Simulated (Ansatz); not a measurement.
H$_{2}$P radical, relaxed with UKS PBE0-D4/def2-TZVP in Ansatz from a GFN2-xTB geometry. The force threshold is 0.005 eV/Å; the program also tests the step.

The species carries charge 0 and has multiplicity 2.

Start:

```xyz
3

P    -0.462    0.056    0.460
H     0.168   -1.050   -0.169
H     0.294    0.994   -0.290
```

Question: By how much does the energy fall, and how many steps does the optimiser take? (Estimate.)

Answer: The calculation gave: 0.00 eV, in 2 steps.

Question: Which bonds change most? (An estimate is asked.)

Answer: Computed: P1–H2 from 1.419 to 1.424 Å; P1–H3 from 1.419 to 1.424 Å.

Question: Give the relaxed structure. (An estimate is asked.)

Answer: The calculation gave: 
```xyz
3

P    -0.468    0.057    0.466
H     0.171   -1.044   -0.173
H     0.297    0.988   -0.293
```
